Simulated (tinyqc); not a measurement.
Worked calculation: extended Hueckel theory, for PH2-. The parameters take no account of the charge, which enters only through the electron count, and nothing here shows that the anion is bound. One step of it, computed by the program tinyqc.

Problem. Wolfsberg-Helmholz matrix. H_ij = K' S_ij (H_ii + H_jj)/2 for i != j (the diagonal keeps H_ii), with K' = K + D^2 + D^4 (1 - K), D = (H_ii - H_jj)/(H_ii + H_jj), K = 1.75.

overlap S, lower triangle:
```
           1P 3s    1P 3px     1P 3py    1P 3pz     2H 1s     3H 1s
1P 3s   1.000000
1P 3px  0.000000  1.000000
1P 3py  0.000000  0.000000   1.000000
1P 3pz  0.000000  0.000000   0.000000  1.000000
2H 1s   0.423208  0.000000   0.394421  0.396075  1.000000
3H 1s   0.423208  0.000000  -0.394421  0.396075  0.119841  1.000000
```

diagonal H_ii (eV): 1P 3s -18.600000, 1P 3px -14.000000, 1P 3py -14.000000, 1P 3pz -14.000000, 2H 1s -13.600000, 3H 1s -13.600000

K = 1.750000

Give: H.

Solution.

H (eV), lower triangle:
```
          1P 3s   1P 3px   1P 3py   1P 3pz    2H 1s    3H 1s
1P 3s   -18.600
1P 3px    0.000  -14.000
1P 3py    0.000    0.000  -14.000
1P 3pz    0.000    0.000    0.000  -14.000
2H 1s   -12.085    0.000   -9.526   -9.566  -13.600
3H 1s   -12.085    0.000    9.526   -9.566   -2.852  -13.600
```
